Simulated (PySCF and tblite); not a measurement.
Results of a calculation; reference values are marked as such.
System: C₃H₈OS, numbered as in [CH3:1][CH2:2][S@@:3]([CH3:4])=[O:5].

Motion: rotation about the C2–S3 bond (torsion C1–C2–S3–C4 from -71° to -172°, falling). GFN2-xTB gives an electronic barrier of 1.6 kcal/mol and a reaction energy of 0.2 kcal/mol.

(1) What does CAM-B3LYP/pcSseg-1 + D3(BJ) give on GFN2-xTB geometries?

Programs: tblite and PySCF.

Results:

(1) A barrier of 2.4 kcal/mol, 0.8 above the tight-binding barrier (from unrounded values), a reaction energy of 0.2 kcal/mol and, with GFN2-xTB thermal terms, ΔG‡(298 K) = 2.7 kcal/mol and k = 6.1×10¹⁰ s⁻¹ (1 equivalent path).
